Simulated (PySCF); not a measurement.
Gas-phase reaction: AlF₂OH + F → AlF₂ + HOF

Energies from PySCF (xtb for GFN2), thermal terms from the rigid-rotor harmonic-oscillator model, ideal gas at 1 bar. † marks an energy on the PBE0/def2-TZVP geometry and frequencies; other levels use their own. MP2 and CCSD(T) freeze the core. Open shells (unrestricted): F (multiplicity 2, electronic degeneracy 6), AlF₂ (multiplicity 2); the rest are closed-shell singlets. GFN2 has no spin-polarisation term. Spin-orbit splitting is ignored; it lowers the true energy and changes the entropy of F. B3LYP is the form with VWN-RPA correlation. AlF₂OH: computed as isolated molecules; such fragments, hydroxides, amides, oligomers or adducts are transient or little studied in the gas. MP2 isn't extrapolated to the basis-set limit; its ΔH°(298 K) is 347.6 kJ in def2-SVP and 340.4 kJ in def2-TZVPP. CCSD(T) isn't extrapolated to the basis-set limit; its ΔH°(298 K) is 345.3 kJ in def2-SVP and 342.4 kJ in def2-TZVPP. The harmonic model lacks anharmonicity and excited electronic states, which grow with temperature; levels with a mode under 35 cm⁻¹ are left out.

| level | ΔE electronic, kJ | ΔH°(298 K), kJ | ΔS°(298 K), J/K | ΔG°(1400 K), kJ |
|---|---|---|---|---|
| B3LYP/def2-TZVP† | 316 | 315 | 32 | 286 |
| CCSD(T)/def2-SVP† | 347 | 345 | 32 | 316 |
| CCSD(T)/def2-TZVPP† | 344 | 342 | 32 | 313 |
| GFN2-xTB | 277 | 274 | 29 | 250 |
| MP2/def2-SVP† | 349 | 348 | 32 | 319 |
| PBE/def2-SVP | 258 | 256 | 31 | 227 |
| PBE0/def2-QZVP† | 318 | 316 | 32 | 287 |
| r2SCAN/def2-TZVP† | 316 | 315 | 32 | 286 |
| LDA/def2-TZVP† | 236 | 235 | 32 | 206 |
| ωB97M-V/def2-TZVP† | 335 | 334 | 32 | 305 |
| ωB97X-V/def2-TZVP† | 329 | 327 | 32 | 298 |
ΔH° is lowest at LDA/def2-TZVP† and highest at MP2/def2-SVP†. No reference value is set beside these.
